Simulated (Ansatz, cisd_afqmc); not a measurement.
Species: C2H6, charge 0, singlet. C2H6 (ethane, SMILES CC).
HTBH set geometry:
```xyz
8

C      0.0000     0.0000    -0.7631
C      0.0000     0.0000     0.7631
H      0.0009    -1.0161     1.1583
H     -0.8795    -0.5088    -1.1583
H     -0.8804     0.5073     1.1583
H      0.8795     0.5088     1.1583
H     -0.0009     1.0161    -1.1583
H      0.8804    -0.5073    -1.1583
```
Charge 0, spin multiplicity 1.

Total energies in aug-cc-pVDZ, 14 correlated electrons, 2 frozen orbitals. UHF or UKS for unpaired electrons; spin-orbit terms are left out. Cores are frozen in correlated methods. No relativity. AFQMC is phaseless with a CISD trial state; ± is one standard error, without the phaseless bias. Outlying blocks are dropped, and bars are widened where a walk drifts. Over all cases where full CI ran beside it in this data, AFQMC minus full CI had a median of +0.1 mEh and passed +0.4 mEh in a tenth of the cases.

| method | program | energy (Eh) | minus CCSDT(Q) (mEh) |
|---|---|---|---|
| HF | Ansatz | -79.23727 | 360.79 |
| MP2 | Ansatz | -79.55062 | 47.44 |
| CCSD | Ansatz | -79.58729 | 10.77 |
| CCSD(T) | Ansatz | -79.59698 | 1.09 |
| CCSDT(Q) | Ansatz | -79.59806 | 0.00 |
| AFQMC/CISD | cisd_afqmc | -79.5981 ± 0.0004 | 0.0 ± 0.4 |

Rough core times of Ansatz's runs on a shared machine: CCSD(T) under 20 s, CCSDT(Q) 2 min.

Ansatz is a quantum-chemistry and plane-wave program.
